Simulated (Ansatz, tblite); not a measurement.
Cost and result up the ladder for the cluster Mg3H4 (the lowest singlet isomer of a short search) (7 atoms). Total charge 0; singlet. Geometry: r2SCAN-D4/def2-TZVP.

```
atom    x (Å)    y (Å)    z (Å)
 Mg1   1.2149  -0.0888   0.7762
 Mg2   0.5610  -0.7401  -2.4996
 Mg3  -1.4040   0.3345   0.0655
  H4   2.8721  -0.3958   1.0511
  H5  -0.4018  -1.0348   0.8628
  H6  -2.9887   0.5539  -0.5319
  H7   0.1465   1.3712   0.2759
```

Ansatz on 4 threads of Arm Neoverse V2 on a shared host; xTB runs through tblite on one thread. Times are rough, summed over both states, and most runs start from the orbitals of an earlier one. CCSD(T)/def2-TZVPP serves as the yardstick here, not as an exact answer. Differences are given only for rows in sets of like size (and for xTB, whose basis is part of the method), since another set adds its own error. The other state is a triplet at its own geometry, which has other bonds, so the gap mixes isomer and spin.

The xTB rows come from tblite. B3LYP takes the VWN-RPA correlation. HSE06 is defined as in plane-wave codes, on full-range PBE exchange. Correlated methods freeze 3 core orbitals; core or outer-core shells of Mg are correlated, in sets that lack core-valence functions. The structure comes from a short search, and lower isomers may exist.

Correlated methods converge slowly with the basis.

xTB has no spin-polarisation term.

```
                            level  functions  triplet − singlet (eV)  difference from CCSD(T)/def2-TZVPP (eV)
                 B97M-V/def2-TZVP        120                    0.74                                     0.06
                         GFN2-xTB         31                    2.43                                     1.75
                ωB97M-V/def2-TZVP        120                    1.07                                     0.38
                RPA@PBE/def2-TZVP        120                    0.73                                     0.04
               CCSD(T)/def2-TZVPP        152                    0.69                                     0.00
               HSE06-D4/def2-TZVP        120                    0.54                                    -0.14
            LDA (SPW92)/def2-TZVP        120                    0.57                                    -0.12
                         HF/6-31G         47                    0.16                                        –
r2SCAN-D4/def2-TZVP (with forces)        120                    0.31                                    -0.37
                         GFN1-xTB         20                    2.56                                     1.87
                 PBE-D4/def2-TZVP        120                    0.62                                    -0.06
                   B3LYP-D4/6-31G         47                    0.86                                        –
                PBE0-D4/def2-TZVP        120                    0.54                                    -0.15
                    MP2/def2-TZVP        120                    0.56                                    -0.13
```

Estimate how long each takes.

GFN1-xTB 0.004 s; GFN2-xTB 0.008 s; HF/6-31G 0.35 s; LDA (SPW92)/def2-TZVP 1.2 s; MP2/def2-TZVP 1.5 s; B3LYP-D4/6-31G 1.8 s; PBE-D4/def2-TZVP 2.2 s; HSE06-D4/def2-TZVP 2.9 s; RPA@PBE/def2-TZVP 3.8 s; PBE0-D4/def2-TZVP 3.9 s; r2SCAN-D4/def2-TZVP (with forces) 5.5 s; ωB97M-V/def2-TZVP 10 s; B97M-V/def2-TZVP 10 s; CCSD(T)/def2-TZVPP 2.7 min. On shared hardware such times vary by a factor of up to 3.
